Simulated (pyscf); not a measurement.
Four-centre exchange: S=Mo(=S)(SH)–SH + ammonia (NH₃) → H₂N–Mo(=S)(=S)–SH + H₂S

Gas phase, singlet surface, charge 0. Bonds broken: Mo2–S4, N8–H9. Bonds formed: Mo2–N8, S4–H9. Single points on ωB97X-D3(BJ)/def2-SVP structures (PySCF, gas phase).

Transition state (Å):

```xyz
11

S     -0.7793    -0.9101     2.3203
Mo    -0.9095    -0.2663     0.3489
S     -1.5705    -1.7894    -0.9197
S     -3.4278     0.5640     0.6271
S      1.2863    -0.2527    -0.4776
H     -3.7860     0.4101    -0.6626
H      1.7642     0.7352     0.3073
N     -0.9452     1.7960     0.0922
H     -2.5484     1.6691     0.3419
H     -0.4797     2.2965     0.8528
H     -0.5427     2.1367    -0.7815
```

One imaginary mode, 621i cm⁻¹; descent along it reached the two sides named, in the forms told below.

```csv
bond,change,reactant side (Å),saddle,product side
Mo2–S4,breaks,2.376,2.7,4.0
N8–H9,breaks,1.019,1.628,3.7
Mo2–N8,forms,2.338,2.078,1.894
S4–H9,forms,2.566,1.441,1.346
```

Electronic energies relative to the separated reactants (kJ/mol):

```json
[
 {"level": "ωB97X-D3(BJ)/def2-TZVP", "barrier": "85.0", "reaction energy": "+39.3", "reverse barrier": "45.7"},
 {"level": "PBE/def2-TZVP", "barrier": "87.1", "reaction energy": "+31.4", "reverse barrier": "55.7"},
 {"level": "r²SCAN/def2-TZVP", "barrier": "88.1", "reaction energy": "+30.3", "reverse barrier": "57.8"},
 {"level": "B3LYP-D3(BJ)/def2-TZVP", "barrier": "88.5", "reaction energy": "+31.8", "reverse barrier": "56.7"},
 {"level": "PBE0-D3(BJ)/def2-TZVP", "barrier": "83.2", "reaction energy": "+33.6", "reverse barrier": "49.7"},
 {"level": "M06-2X/def2-TZVP", "barrier": "100.3", "reaction energy": "+26.0", "reverse barrier": "74.3"},
 {"level": "ωB97M-D3(BJ)/def2-TZVP", "barrier": "92.3", "reaction energy": "+23.5", "reverse barrier": "68.9"},
 {"level": "HF/def2-TZVP", "barrier": "164.8", "reaction energy": "+13.3", "reverse barrier": "151.4"}
]
```

With ωB97M-D3(BJ)/def2-TZVP energies and thermal terms (ideal gas, 1 atm, RRHO with modes under 100 cm⁻¹ raised to 100, one conformer, R ln 2 for rigid chiral ones), in kJ/mol:

```json
[
 {"T (K)": "298", "ΔH‡": "83.3", "ΔG‡": "127.9", "ΔH": "+14.8", "ΔG": "+12.1"},
 {"T (K)": "600", "ΔH‡": "85.2", "ΔG‡": "172.6", "ΔH": "+15.6", "ΔG": "+9.0"},
 {"T (K)": "900", "ΔH‡": "88.8", "ΔG‡": "215.6", "ΔH": "+16.7", "ΔG": "+5.5"},
 {"T (K)": "1200", "ΔH‡": "92.6", "ΔG‡": "257.3", "ΔH": "+17.6", "ΔG": "+1.6"}
]
```

On the reactant side the descent ends in an adduct with a Mo–N contact (not fully relaxed), 61.9 kJ/mol under the separated species and 146.9 kJ/mol under the saddle at ωB97X-D3(BJ)/def2-TZVP. What is counted as formed (Mo–N) is already present as a longer contact in the reactant adduct; forming that adduct is a step of its own. One saddle was located; it need not be the lowest between these sides. Elements past Kr carry the def2 core potentials, without spin-orbit coupling.
